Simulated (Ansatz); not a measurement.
CsCl-type TlBr, treated with PBE+SOC (Ansatz, a program for electronic structure, plane waves, PAW).

Excerpt of the program's output:

```
Crystal: 2 atoms, lattice volume = 62.072 Å³
Basis set: ecut = 520 eV, 1743 PW (Γ), exchange–correlation on 60×60×60 points (8 copies of the dense FFT grid, shifted against one another)
Bands: 28, of which v1, the nominal top of the filled ones, is band 20 counted from 1 (19 counted from 0)
Symmetry: 48 space group operations + 48 with time reversal
k-points: 35 of 512
Initial density: superposition of atomic densities (chi_scale 0.1, normalization cell, long waves kept (reshape's long-wave potential 0.00 eV rms))
Functional: x = pbe(κ = 0.804, μ = 0.2195149727645171), c = pbe(β = 0.06672455060314922)
spin=Noncollinear: Resta preconditioning applied to the charge; magnetization (m_x, m_y, m_z) channels mix plain (no charge-response kernel on spin).
SCF 1 converged in 9 iterations: F = -14265.014494 eV  dr2 = 3.08e-11
SCF converged after 9 iterations
Free energy (F): -14265.014494 eV
Internal energy: -14265.014494 eV  (E = F + TS)
E sigma→0 (E₀):  -14265.014494 eV
Fermi energy:    5.988398 eV
--- Stress (GPa, compression-positive) ---
        1.454408       0.000000       0.000000
        0.000000       1.454408       0.000000
        0.000000       0.000000       1.454408
  P = ⅓ Tr σ = 1.4544 GPa (14.544 kbar)
```

Write an input file that could have produced this run (the log leaves some choices open).

One answer among several that fit: 
Ansatz 0.2 input:
```yaml
crystal:
  lattice:
    - [3.9594300228, 0.0, 0.0]
    - [0.0, 3.9594300228, 0.0]
    - [0.0, 0.0, 3.9594300228]
  atoms:
    - { symbol: Tl, position: [0.0, 0.0, 0.0] }
    - { symbol: Br, position: [0.5, 0.5, 0.5] }
basis:
  ecutwfc: 520
  ecutrho_ratio: 4
  xc_grid: 2
kpoints:
  mp_grid: { grid: [8, 8, 8] }
hamiltonian:
  xc: pbe
  dispersion: none
  pseudopotentials: { kind: paw }
scf:
  occupations: { method: fermi_dirac, width: 0.01 }
  convergence: { dr2_threshold: 0.0000000002 }
output:
  forces: true
  stress: true
  eigenvalues: true
magnetization:
  noncollinear: true
  spin_orbit: true
```

The cell is one volume of an energy–volume scan, off the minimum.

Computing time: around 12 core-seconds (rough).
